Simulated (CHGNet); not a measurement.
## Fluorite SrCl2

Computed with the machine-learned potential CHGNet 0.3.0 (trained on PBE and PBE+U data).

Cell (relaxed at this level):

```xyz
3
Lattice="0.0000 3.5159 3.5159 3.5159 0.0000 3.5159 3.5159 3.5159 0.0000" Properties=species:S:1:pos:R:3 pbc="T T T"
Sr     0.0000     0.0000     0.0000
Cl     1.7580     1.7580     1.7580
Cl     5.2739     5.2739     5.2739
```

```
Property                            Result
---------------------------  -------------
lattice parameter a                7.032 Å
equilibrium volume per atom  28.98 Å³/atom
```

Measured, for comparison: lattice constant a 6.974 Å, equilibrium volume per atom 28.27 Å³/atom (room temperature, not corrected to a static lattice; as tabulated in Kanchana et al., Calculated structural, elastic and electronic properties of …). Computed (rounded) less measured: lattice constant a +0.8 %, equilibrium volume per atom +2.5 %.

A machine-learned potential is trained on density-functional data: it inherits that level's misses and adds fitting errors of its own.
